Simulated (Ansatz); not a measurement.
# CHBN (doublet): the correlation ladder, def2-QZVPP

One table from this session's results is given with a row withheld; the runs are named, their logs left out.

Program: Ansatz 0.2.0, Gaussian basis. Level of theory: def2-QZVPP, core rule «outside noble gas», up to 3 orbitals frozen. These are calculated values, not measurements.

Plan: UHF; ROHF; CCSD(T) on UHF.

2 further runs of the same task are left out: 2 set aside as unsound or not needed.

**The system**

The geometry is a PBE0/def2-TZVP stationary point (not a proven minimum).

4 atoms, charge 0, spin multiplicity 2.

Atoms are counted from 1 here; the program's logs count them from 0.

Bond lengths: B1–C2 1.436 Å, B1–H4 1.169 Å, C2–N3 1.171 Å. Angles: C2–B1–H4 180.0°, B1–C2–N3 180.0°.

Coordinates:

```xyz
4
CHBN
B     0.00000    0.00000    0.71860
C     0.00000    0.00000   -0.71720
N     0.00000    0.00000   -1.88860
H     0.00000    0.00000    1.88720
```

Set-up of the first run:

The input, in.yaml:

```yaml
crystal:
  periodic: [false, false, false]
  atoms:
    - {symbol: B, position_ang: [0.000000, 0.000000, 0.718600]}
    - {symbol: C, position_ang: [0.000000, 0.000000, -0.717200]}
    - {symbol: N, position_ang: [0.000000, 0.000000, -1.888600]}
    - {symbol: H, position_ang: [0.000000, 0.000000, 1.887200]}
basis:
  gaussian: {orbitals: "def2-QZVPP.json"}
magnetization: {spin_polarized: true, initial_magnetization: 1}
hamiltonian: {xc: hf}
output: {orbitals: {seedname: orbitals}}
```

On the command line:

```sh
ansatz run in.yaml --threads 1 --pin off --events-out ev --progress --plain --max-ram 2393MiB
```

Among the steps run: UHF; ROHF; CCSD(T) on UHF.

One table of the session follows, with a row left open; its other results are not shown here.

It belongs to the step «Misses and costs». 

| method | from UCCSD(T) (kJ/mol) |
| --- | --- |
| ROHF | +1240.3 |
| UHF | +1208.6 |
| UMP2 | ? |
| UCCSD | +61.8 |
| UCCSD(T) | 0 |

Q: Estimate the row for UMP2 from the others.

As computed: from UCCSD(T) (kJ/mol): +135.4. In the column «from UCCSD(T) (kJ/mol)» it lies between UCCSD (+61.8) and UHF (+1208.6).
